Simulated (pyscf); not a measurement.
•HC=CH–CH₂–CH₃ (SMILES [CH]=CCC) -> HC≡CH (SMILES C#C) + •H₂C–CH₃ (SMILES [CH2]C) (bond scission; doublet surface; C–C broken, none formed). Structures and frequencies: ωB97X-D3(BJ)/def2-SVP in PySCF. Energies in kJ/mol from the reactant's lowest minimum found.

```json
[
 {"level": "PBE/def2-TZVP", "barrier": "145.2", "reaction energy": "+129.3"},
 {"level": "r²SCAN/def2-TZVP", "barrier": "150.6", "reaction energy": "+130.6"},
 {"level": "B3LYP-D3(BJ)/def2-TZVP", "barrier": "143.8", "reaction energy": "+121.0"},
 {"level": "PBE0-D3(BJ)/def2-TZVP", "barrier": "___", "reaction energy": "___"},
 {"level": "ωB97M-D3(BJ)/def2-TZVP", "barrier": "___", "reaction energy": "+120.2"},
 {"level": "HF/def2-TZVP", "barrier": "173.1", "reaction energy": "+110.8"}
]
```

**Question.** What belongs in the gaps?

**Answer.** 
- PBE0-D3(BJ)/def2-TZVP, barrier: 163.8
- PBE0-D3(BJ)/def2-TZVP, reaction energy: +143.5
- ωB97M-D3(BJ)/def2-TZVP, barrier: 152.3

The functionals in the table span 20.0 kJ/mol in this barrier, from B3LYP-D3(BJ) to PBE0-D3(BJ). •HC=CH–CH₂–CH₃ lies 116.2 kJ/mol over its isomer •H₂C–CH=CH–CH₃, and others may lie lower still (electronic energy, ωB97M-D3(BJ)). This is the saddle that the search found; another between the same sides may lie lower.
